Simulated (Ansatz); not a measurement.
Rock-salt EuSe, treated with BLYP (Ansatz, an electronic-structure program, plane waves, PAW).

The run printed, among other lines:

```
Crystal: 2 atoms, lattice volume = 59.323 Å³
Basis set: ecut = 520 eV, 1639 PW (Γ), exchange–correlation on 72×72×72 points (8 copies of the dense FFT grid, shifted against one another)
Bands: 24, of which v1, the nominal top of the filled ones, is band 17 counted from 1 (16 counted from 0)
Symmetry: 48 space group operations
Space group: Fm-3m (ITA 225), of the structure as read, at distance tolerance 3.9e-5 Å
k-points: 145 of 4096
Initial density: superposition of atomic densities (chi_scale 0.1, normalization cell)
Functional: x = b88, c = lyp
spin=Collinear: Kerker preconditioning applied to the charge; magnetization (m = ρ↑ − ρ↓) channel mixes plain (no charge-response kernel on spin).
SCF 1 converged in 15 iterations: F = -14271.807404 eV  dr2 = 1.57e-12
SCF converged after 15 iterations
Magnetization: 6.9908 μB (19.9954 up, 13.0046 down)
Free energy (F): -14271.807404 eV
Internal energy: -14271.799159 eV  (E = F + TS)
E sigma→0 (E₀):  -14271.803282 eV
Fermi energy:    11.099440 eV
--- Stress (GPa, compression-positive) ---
        1.237546      -0.000000       0.000000
       -0.000000       1.237546      -0.000000
        0.000000       0.000000       1.237546
  P = ⅓ Tr σ = 1.2375 GPa (12.375 kbar)
```

Task: Write an input file that could have produced this run (the log leaves some choices open).

Result: One answer among several that fit: 
Ansatz 0.2 input:
```yaml
crystal:
  lattice:
    - [0.0, 3.0955, 3.0955]
    - [3.0955, 0.0, 3.0955]
    - [3.0955, 3.0955, 0.0]
  atoms:
    - { symbol: Eu, position: [0.0, 0.0, 0.0], spin: 7.0 }
    - { symbol: Se, position: [0.5, 0.5, 0.5], spin: 0.0 }
basis:
  ecutwfc: 520
  ecutrho_ratio: 4
  xc_grid: 2
kpoints:
  mp_grid: { grid: [16, 16, 16] }
hamiltonian:
  xc: blyp
  dispersion: none
  pseudopotentials: { kind: paw }
scf:
  occupations: { method: fermi_dirac, width: 0.05 }
  convergence: { dr2_threshold: 0.0000000002 }
output:
  forces: true
  stress: true
  eigenvalues: true
magnetization:
  spin_polarized: true
```

The PAW data were made under PBE.

The run is spin-polarised with parallel starting moments, which need not be the measured order.

Note: the magnetic order was assumed, not searched for or taken from measurement. Note: the 4f shell is treated without U or exact exchange, so its levels and filling can be wrong. Note: cell and atoms aren't relaxed at this level (pressure 1.2 GPa).

It cost about 30 core-seconds (a rough figure) of CPU time.
